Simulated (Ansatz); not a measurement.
**BH5O: small, medium and large basis sets**

One table from this session's results is given with a row withheld; the runs are named, their logs left out.

The runs use Ansatz 0.2.0, Gaussian basis; one geometry, several basis sets.

Plan: PBE0-D4/def2-SVP; ωB97M-V/def2-SVP; PBE0-D4/def2-QZVPP; ωB97M-V/def2-QZVPP; CCSD(T)/cc-pV(D+d)Z; CCSD(T)/cc-pV(T+d)Z; CCSD(T)/cc-pV(Q+d)Z; the functionals' def2-TZVPP values are taken from earlier runs.

### Structure used throughout

All runs share one geometry, relaxed beforehand with PBE0-D4 in a triple-zeta def2 set.

SMILES `[BH3-][OH2+]`, 7 atoms, charge 0, spin multiplicity 1.

Atoms are counted from 1 here; the program's logs count them from 0.

Bond lengths: B1–O2 1.687 Å, B1–H3 1.204 Å, B1–H4 1.204 Å, B1–H5 1.210 Å, O2–H6 0.964 Å, O2–H7 0.964 Å. Angles: O2–B1–H3 102.0°, O2–B1–H4 102.0°, O2–B1–H5 103.6°, H3–B1–H4 115.8°, H3–B1–H5 115.2°, H4–B1–H5 115.2°, B1–O2–H6 108.5°, B1–O2–H7 108.5°, H6–O2–H7 107.3°.

As a file:

```xyz
7
BH5O
B    -0.31213   -0.54712   -0.34531
O     0.36411    0.56377    0.72989
H     0.29491   -1.55271   -0.08038
H    -1.47184   -0.53398   -0.02153
H    -0.07474   -0.07254   -1.43306
H    -0.04189    1.42419    0.57534
H     1.30288    0.65039    0.52925
```

The first run:

The input, in.yaml:

```yaml
crystal:
  periodic: [false, false, false]
  atoms:
    - {symbol: B, position_ang: [-0.312130, -0.547118, -0.345311]}
    - {symbol: O, position_ang: [0.364112, 0.563770, 0.729894]}
    - {symbol: H, position_ang: [0.294910, -1.552710, -0.080380]}
    - {symbol: H, position_ang: [-1.471841, -0.533979, -0.021528]}
    - {symbol: H, position_ang: [-0.074741, -0.072542, -1.433060]}
    - {symbol: H, position_ang: [-0.041890, 1.424190, 0.575337]}
    - {symbol: H, position_ang: [1.302880, 0.650389, 0.529247]}
basis:
  gaussian: {orbitals: def2-SVP}
hamiltonian: {xc: pbe0, dispersion: d4}
output: {orbitals: {seedname: orbitals}}
```

Command:

```sh
$ ansatz run in.yaml --threads 4 --pin off --events-out ev --progress --plain --max-ram 10444MiB
```

Among the steps run: PBE0-D4 in def2-SVP; ωB97M-V in def2-SVP; PBE0-D4 in def2-QZVPP; ωB97M-V in def2-QZVPP.

One of the session's tables, all rows but one given; the rest of the session is left out.

It belongs to the step «Density functionals: the series». 

```
functional       basis  HOMO (eV)
   PBE0-D4    def2-SVP      -7.99
   PBE0-D4  def2-TZVPP      -8.13
   PBE0-D4  def2-QZVPP      -8.15
   ωB97M-V    def2-SVP          ?
   ωB97M-V  def2-TZVPP     -10.51
   ωB97M-V  def2-QZVPP     -10.53
```

Q: Estimate the row for ωB97M-V, def2-SVP from the others.

As computed: HOMO (eV): -10.32. In the column «HOMO (eV)» it lies between ωB97M-V, def2-TZVPP (-10.51) and PBE0-D4, def2-QZVPP (-8.15).
